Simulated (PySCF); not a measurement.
Record of a relaxation.

Species: C4H4S.
Bonds: C1–C2 (aromatic), C2–C3 (aromatic), C3–S4 (aromatic), S4–C5 (aromatic), C1–C5 (aromatic). Hydrogens: H6 on C1; H7 on C2; H8 on C3; H9 on C5.

Method: PySCF, PBE0-D3(BJ)/def2-SVP geometry optimisation, gas phase; density fitting, grid level 1; the optimiser is geomeTRIC in internal coordinates, started from a GFN2-xTB structure with every atom displaced at random (about 0.01 Å). The frame can shift and turn from step to step; on so coarse a grid that alone can change the energy by a few meV, and forces under 0.02 eV/Å are noise.

Step 0: E = -15032.9578 eV, largest atomic force 2.267 eV/Å
```
atom  x, y, z in Å  |  force x, y, z in eV/Å
C1     -0.725   -0.680   -0.009   -1.346   1.559  -0.096
C2      0.661   -0.741   -0.016    0.825  -0.813  -0.004
C3      1.237    0.482   -0.004    2.122   0.795   0.057
S4      0.137    1.761    0.019   -1.284  -0.384  -0.050
C5     -1.193    0.620   -0.004    1.009   0.146   0.150
H6     -1.397   -1.508   -0.028   -0.480  -0.830   0.020
H7      1.221   -1.665   -0.027    0.252  -0.284  -0.007
H8      2.318    0.727    0.004   -0.570  -0.273  -0.026
H9     -2.202    0.988    0.031   -0.527   0.084  -0.044
```

Step 1: E = -15032.8246 eV, largest atomic force 1.870 eV/Å
```
atom  x, y, z in Å  |  force x, y, z in eV/Å
C1     -0.679   -0.510    0.578    0.423  -0.122  -0.342
C2      0.696   -0.660    0.222    0.289  -0.240   0.698
C3      1.234    0.391   -0.484   -1.517  -0.777  -0.768
S4     -0.054    1.455   -0.911    0.123   0.950   0.311
C5     -1.203    0.650    0.077   -0.029  -0.207  -0.536
H6     -1.280   -1.292    1.043    0.101   0.128   0.371
H7      1.292   -1.525    0.515    0.019  -0.093  -0.014
H8      2.106    0.350   -1.129    0.468   0.282   0.290
H9     -2.236    0.999    0.142    0.122   0.080  -0.010
```

Step 2: E = -15032.8806 eV, largest atomic force 1.510 eV/Å
```
atom  x, y, z in Å  |  force x, y, z in eV/Å
C1     -0.659   -0.512    0.563   -0.293  -0.136  -0.148
C2      0.713   -0.709    0.236   -0.459   1.026   0.066
C3      1.162    0.371   -0.488    0.577  -0.575  -1.271
S4     -0.055    1.515   -0.906    0.284  -0.363   0.712
C5     -1.183    0.653    0.048   -0.439  -0.432   0.004
H6     -1.271   -1.273    1.049   -0.030   0.161   0.315
H7      1.326   -1.561    0.539   -0.055   0.059  -0.128
H8      2.054    0.369   -1.114    0.397   0.269   0.379
H9     -2.212    1.004    0.126    0.018  -0.007   0.072
```

Step 3: E = -15033.0198 eV, largest atomic force 0.609 eV/Å
```
atom  x, y, z in Å  |  force x, y, z in eV/Å
C1     -0.685   -0.530    0.565    0.150   0.254  -0.532
C2      0.685   -0.688    0.203    0.282  -0.170   0.311
C3      1.184    0.343   -0.552   -0.327  -0.191  -0.315
S4     -0.034    1.519   -0.854   -0.114  -0.098  -0.031
C5     -1.205    0.622    0.027   -0.107   0.025   0.209
H6     -1.272   -1.266    1.116    0.063   0.098   0.101
H7      1.299   -1.529    0.526   -0.005  -0.096  -0.109
H8      2.127    0.390   -1.101    0.050   0.120   0.359
H9     -2.223    0.997    0.123    0.006   0.058   0.008
```

Step 4: E = -15033.0251 eV, largest atomic force 0.862 eV/Å
```
atom  x, y, z in Å  |  force x, y, z in eV/Å
C1     -0.679   -0.520    0.521   -0.292  -0.545   0.434
C2      0.688   -0.713    0.173   -0.010   0.059   0.225
C3      1.183    0.314   -0.584   -0.565   0.052  -0.117
S4     -0.059    1.465   -0.890    0.090   0.676  -0.312
C5     -1.244    0.624    0.026    0.831  -0.114  -0.197
H6     -1.241   -1.218    1.142    0.005  -0.074   0.042
H7      1.296   -1.554    0.508   -0.069  -0.058  -0.028
H8      2.178    0.437   -1.013   -0.038   0.042   0.032
H9     -2.248    1.022    0.171    0.047  -0.038  -0.078
```

Step 5: E = -15033.0569 eV, largest atomic force 0.339 eV/Å
```
atom  x, y, z in Å  |  force x, y, z in eV/Å
C1     -0.691   -0.543    0.535    0.161   0.198  -0.052
C2      0.675   -0.709    0.171    0.253  -0.143   0.175
C3      1.163    0.322   -0.589   -0.189  -0.125  -0.102
S4     -0.062    1.476   -0.925    0.027   0.084   0.214
C5     -1.206    0.617    0.024   -0.266   0.063  -0.079
H6     -1.254   -1.230    1.169    0.017   0.001  -0.041
H7      1.288   -1.554    0.488    0.022  -0.014  -0.005
H8      2.168    0.457   -0.985    0.026  -0.046  -0.044
H9     -2.207    1.022    0.163   -0.052  -0.018  -0.064
```

Step 6: E = -15033.0679 eV, largest atomic force 0.098 eV/Å
```
atom  x, y, z in Å  |  force x, y, z in eV/Å
C1     -0.681   -0.529    0.546   -0.009   0.014  -0.054
C2      0.687   -0.706    0.190   -0.005   0.041  -0.008
C3      1.160    0.321   -0.585    0.014  -0.031  -0.040
S4     -0.049    1.504   -0.881   -0.007  -0.096  -0.021
C5     -1.211    0.622    0.024   -0.036   0.025   0.075
H6     -1.252   -1.230    1.157    0.000   0.004  -0.001
H7      1.296   -1.559    0.494   -0.002   0.003  -0.010
H8      2.150    0.431   -1.024    0.040   0.032   0.045
H9     -2.225    1.004    0.131    0.004   0.007   0.014
```

Step 7: E = -15033.0696 eV, largest atomic force 0.033 eV/Å
```
atom  x, y, z in Å  |  force x, y, z in eV/Å
C1     -0.682   -0.531    0.542    0.005   0.004   0.018
C2      0.686   -0.706    0.186    0.006  -0.019   0.001
C3      1.161    0.317   -0.592   -0.033   0.001  -0.004
S4     -0.053    1.494   -0.891   -0.001   0.015  -0.012
C5     -1.213    0.623    0.027    0.021   0.002  -0.006
H6     -1.251   -1.229    1.158    0.002  -0.004  -0.002
H7      1.294   -1.558    0.493   -0.001  -0.003   0.000
H8      2.159    0.438   -1.011   -0.001   0.006   0.010
H9     -2.225    1.009    0.141    0.001  -0.002  -0.005
```

Step 8: E = -15033.0697 eV, largest atomic force under 0.02 eV/Å
```
atom  x, y, z in Å  |  force x, y, z in eV/Å
C1     -0.682   -0.530    0.543   -0.001  -0.004  -0.002
C2      0.685   -0.708    0.185    0.005   0.002   0.010
C3      1.159    0.316   -0.592   -0.008  -0.004  -0.011
S4     -0.053    1.494   -0.893    0.000   0.003   0.002
C5     -1.212    0.623    0.027    0.003   0.003   0.001
H6     -1.250   -1.228    1.160    0.000  -0.002  -0.002
H7      1.294   -1.560    0.491    0.001   0.001   0.003
H8      2.159    0.440   -1.008    0.000   0.001   0.001
H9     -2.224    1.009    0.140    0.000  -0.001  -0.001
```

Q: Summarise the path.

A: The energy falls by 2.58 kcal/mol from step 0 to step 8; nine tenths of that is first reached at step 6. It rises by more than 0.2 meV at step 1. The largest force goes from 2.267 to under 0.02 eV/Å. Among the bonds C1–C2 changes most, from 1.387 to 1.424 Å; the atoms move by 0.025 Å rms after alignment.

Q: Follow the three bonds and two angles with the largest change from start to end.

A: 
```json
{"step": "0", "E above end (kcal/mol)": "2.58", "largest force (eV/Å)": "2.267", "C1–C2 (Å)": "1.387", "S4–C5 (Å)": "1.752", "C3–S4 (Å)": "1.688", "C2–C3–S4 (°)": "114.1", "C2–C1–H6 (°)": "126.6"}
{"step": "1", "E above end (kcal/mol)": "5.65", "largest force (eV/Å)": "1.870", "C1–C2 (Å)": "1.429", "S4–C5 (Å)": "1.716", "C3–S4 (Å)": "1.725", "C2–C3–S4 (°)": "107.8", "C2–C1–H6 (°)": "124.2"}
{"step": "2", "E above end (kcal/mol)": "4.36", "largest force (eV/Å)": "1.510", "C1–C2 (Å)": "1.425", "S4–C5 (Å)": "1.711", "C3–S4 (Å)": "1.722", "C2–C3–S4 (°)": "114.8", "C2–C1–H6 (°)": "123.1"}
{"step": "3", "E above end (kcal/mol)": "1.15", "largest force (eV/Å)": "0.609", "C1–C2 (Å)": "1.425", "S4–C5 (Å)": "1.718", "C3–S4 (Å)": "1.719", "C2–C3–S4 (°)": "110.7", "C2–C1–H6 (°)": "124.8"}
{"step": "4", "E above end (kcal/mol)": "1.03", "largest force (eV/Å)": "0.862", "C1–C2 (Å)": "1.424", "S4–C5 (Å)": "1.718", "C3–S4 (Å)": "1.720", "C2–C3–S4 (°)": "109.8", "C2–C1–H6 (°)": "123.1"}
{"step": "5", "E above end (kcal/mol)": "0.30", "largest force (eV/Å)": "0.339", "C1–C2 (Å)": "1.423", "S4–C5 (Å)": "1.717", "C3–S4 (Å)": "1.717", "C2–C3–S4 (°)": "111.1", "C2–C1–H6 (°)": "124.8"}
{"step": "6", "E above end (kcal/mol)": "0.04", "largest force (eV/Å)": "0.098", "C1–C2 (Å)": "1.424", "S4–C5 (Å)": "1.717", "C3–S4 (Å)": "1.718", "C2–C3–S4 (°)": "111.8", "C2–C1–H6 (°)": "124.3"}
{"step": "7", "E above end (kcal/mol)": "0.00", "largest force (eV/Å)": "0.033", "C1–C2 (Å)": "1.424", "S4–C5 (Å)": "1.717", "C3–S4 (Å)": "1.717", "C2–C3–S4 (°)": "111.5", "C2–C1–H6 (°)": "124.2"}
{"step": "8", "E above end (kcal/mol)": "0.00", "largest force (eV/Å)": "under 0.02", "C1–C2 (Å)": "1.424", "S4–C5 (Å)": "1.717", "C3–S4 (Å)": "1.717", "C2–C3–S4 (°)": "111.6", "C2–C1–H6 (°)": "124.2"}
```

What follows is the cost of the whole optimisation. The run took 17 s on an Intel Xeon 6975P-C with one thread (shared host), and the process peaked at 0.40 GiB of memory.
